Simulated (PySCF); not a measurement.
## phosphonium: 4 charge schemes on one density

Phosphonium, PH4 (charge +1).
Structure used (PBE0-D3(BJ)/def2-SVP), in Å, numbered top down from 1:
```
atom  x, y, z in Å
P1     0.003    0.001   -0.007
H2    -0.753   -0.881   -0.803
H3     0.342   -0.633    1.205
H4    -0.755    1.157    0.264
H5     1.180    0.361   -0.693
```

Density: PBE0/pcSseg-1 (PySCF); schemes: Mulliken, IAO, Hirshfeld and ESP-fitted. Isolated species at its PBE0-D3(BJ)/def2-SVP geometry, gas phase.

Tabulate the Mulliken, IAO, Hirshfeld and ESP-fitted charges.

In e; atoms taken as equivalent share a row and are averaged (×n: the atom named and its like, n in all):

| atom | environment | Mulliken | IAO | Hirshfeld | ESP-fitted |
| --- | --- | --- | --- | --- | --- |
| P1 | phosphonium phosphorus | +0.239 | +0.597 | +0.546 | +0.204 |
| H2/H3/H4/H5 | P–H hydrogen | +0.190 | +0.101 | +0.113 | +0.199 |

Mean size of the charges over all atoms: Mulliken 0.200 e, IAO 0.200 e, ESP-fitted 0.200 e, Hirshfeld 0.200 e. Each set sums to the total charge, 1, to within 0.001 e. The Hirshfeld scheme weights the molecular density at each point by an atom's share of the summed free-atom densities. The ESP scheme fits charges at the nuclei, held to the total charge, to the electrostatic potential on points at 1.4 to 2.0 times the van der Waals radii.

Lowest charge. All schemes agree: Mulliken H2/H3/H4/H5 (+0.190); IAO H2/H3/H4/H5 (+0.101); Hirshfeld H2/H3/H4/H5 (+0.113); ESP-fitted H2/H3/H4/H5 (+0.199).

Highest charge. All schemes agree: Mulliken P1 (+0.239); IAO P1 (+0.597); Hirshfeld P1 (+0.546); ESP-fitted P1 (+0.204).

How many electrons does the Hirshfeld scheme count on P1?

Z − q = 15 − (+0.546) = 14.454.

Sum the charges by element, for elements with more than one atom.

| element | atoms | Mulliken | IAO | Hirshfeld | ESP-fitted |
| --- | --- | --- | --- | --- | --- |
| H | 4 | +0.761 | +0.403 | +0.454 | +0.796 |

The run behind these numbers computed NMR shieldings as well. Hardware: one thread, Arm Neoverse V1, no GPU, on a shared host. Cost: 1.3 s.
